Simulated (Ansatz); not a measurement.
Write a Python script for Ansatz 0.2.0 through its Python package that makes a rigid scan of one bond angle of Al2H4S, SMILES [AlH2][S][AlH2]. Settings (for the species named): PBE0, def2-SVP basis, multiplicity 1.

```xyz
7

Al   -1.3715    0.2618   -0.7382
S    -0.8940   -1.0050    1.0218
Al    1.2664   -0.4367    0.8519
H    -1.2977   -0.2849   -2.2316
H    -1.7978    1.8338   -0.5402
H     1.8505    0.8566    1.6453
H     2.3055   -1.2936   -0.0549
```

The script, `bend.py`:
```python
import ansatz
from ase import Atoms


def main() -> None:
    atoms = Atoms(["Al", "S", "Al", "H", "H", "H", "H"], positions=[
        (-1.3715, 0.2618, -0.7382),
        (-0.894, -1.005, 1.0218),
        (1.2664, -0.4367, 0.8519),
        (-1.2977, -0.2849, -2.2316),
        (-1.7978, 1.8338, -0.5402),
        (1.8505, 0.8566, 1.6453),
        (2.3055, -1.2936, -0.0549),
    ])

    first = (
        ansatz.Crystal.molecule_from_ase(atoms).calculation()
        .basis(gaussian="def2-SVP")
        .functional("PBE0")
        .relax(force_tolerance=0.02, max_steps=80)
    )
    atoms.positions = first.run(threads=1).report["positions_ang"]

    rows = []
    for angle in [90, 100, 110, 120, 135, 150, 165, 179]:
        bent = atoms.copy()
        bent.set_angle(0, 1, 2, angle, indices=[2, 5, 6])
        setup = (
            ansatz.Crystal.molecule_from_ase(bent).calculation()
            .basis(gaussian="def2-SVP")
            .functional("PBE0")
        )
        rows.append((angle, setup.run(threads=1).report["free_energy_ev"]))
    floor = min(e for _, e in rows)
    for angle, e in rows:
        print(f"angle Al0-S1-Al2 = {angle:3d} deg   {1000 * (e - floor):9.1f} meV")


if __name__ == "__main__":
    main()
```

```console
$ python bend.py
angle Al0-S1-Al2 =  90 deg       128.6 meV
angle Al0-S1-Al2 = 100 deg         0.0 meV
angle Al0-S1-Al2 = 110 deg        10.5 meV
angle Al0-S1-Al2 = 120 deg        78.7 meV
angle Al0-S1-Al2 = 135 deg       232.9 meV
angle Al0-S1-Al2 = 150 deg       404.5 meV
angle Al0-S1-Al2 = 165 deg       543.2 meV
angle Al0-S1-Al2 = 179 deg       604.8 meV
```

The scan is rigid, and the energies are electronic, in a modest basis. The zero is the lowest point of the grid, which needn't be the minimum. Run time: 55 s on 1 thread of Arm Neoverse V1, on a shared host, peak memory 0.22 GiB.

(Lines on the test bed's own set-up are left out of the output.)
